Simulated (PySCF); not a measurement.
Ionising NH

PBE; basis H def2-TZVPPD, N def2-TZVPPD; no relativity; PySCF 2.14. Neutral (UKS): triplet (π ↑↑), Re = 1.050 Å, ωe = 3180 cm⁻¹, De = 3.84 eV, HOMO -7.88 eV, LUMO -4.26 eV.

NH⁺ (UKS): quartet (σ ↑, π ↑↑), Re = 1.114 Å, ωe = 2502 cm⁻¹, De = 3.71 eV to H⁺ + N. The energies at the minima are -55.17307 hartree for NH and -54.66866 for NH⁺.

(1) Work out the adiabatic ionisation energy, without and with harmonic zero-point energies (1 hartree = 27.2114 eV, 1 eV = 8065.5 cm⁻¹), and the change of the bond length.

For an ion De counts to the pair picked by the measured ionisation energies or electron affinities, which need not be the lowest pair at this level. States were picked by a PBE0 search and need not be the measured ground states.

Answers

(1) At PBE: 0.50441 hartree = 13.726 eV between the minima; the zero-point term (2502.0 − 3180.0)/2 cm⁻¹ = -0.042 eV makes it 13.684 eV. Re changes by +6.4 pm against the neutral. The electron leaves a σ orbital, and the longer bond of the ion fits a bonding orbital, or a change in how ionic the bond is.
